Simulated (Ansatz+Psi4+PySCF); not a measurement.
Results of a calculation; reference values are marked as such.
Input for PySCF 2.14.0:

```python
from pyscf import gto, scf, mp

mol = gto.M(atom="""
C 0.000000 0.000000 0.000000
H 0.000000 0.000000 -1.090000
O 0.000000 1.119580 0.595290
O 0.000000 -1.105450 0.587780
""", basis='cc-pvtz', charge=0, spin=1)
mf = scf.UHF(mol)
mf.kernel()
pt = mp.MP2(mf, frozen=3).run()
print(mf.e_tot, pt.e_corr, pt.e_tot)
```

The script is written out from the run's settings.

Output:

```yaml
Converged: yes
Reference_energy: -188.13082 hartree
Correlation_energy: -0.63008 hartree
Total_energy: -188.76091 hartree
Spin_squared_of_the_determinant: 0.800
```

Messages of the program:
```
WARN: HOMO -0.368051065375013 >= LUMO -0.368051065375013
WARN: HOMO -0.368051065375013 >= LUMO -0.368051065375013
```

This is not the lowest solution: another run reaches a determinant 1.72 eV lower. Caution: another reference gives a lower total.
